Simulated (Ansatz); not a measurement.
```xyz
12

C     1.400    0.798    0.377
C     0.798   -0.562    0.310
C    -0.439   -0.857   -0.061
C    -1.550    0.015   -0.502
F    -0.812   -2.159   -0.060
H     2.277    0.869   -0.273
H     0.702    1.581    0.079
H     1.741    1.025    1.392
H     1.426   -1.402    0.592
H    -1.868   -0.261   -1.511
H    -1.261    1.064   -0.502
H    -2.413   -0.111    0.159
```

The species carries charge 0 and has multiplicity 1.

**Question.** List the ωB97M-V/def2-TZVPP orbital energies in eV (the Gaussian-basis code of Ansatz). (An estimate is asked.)

**Answer.** The calculation gave: Occupied: -677.47, -283.54, -281.57, -281.43, -281.30, -36.57, -25.33, -23.37, -21.49, -18.34, -16.69, -15.92, -15.82, -14.09, -13.81, -13.81, -13.61, -13.04, -12.34, -9.08. Lowest empty: 2.75, 2.92, 3.49, 4.02, 4.71, 4.78, 5.23, 5.25.
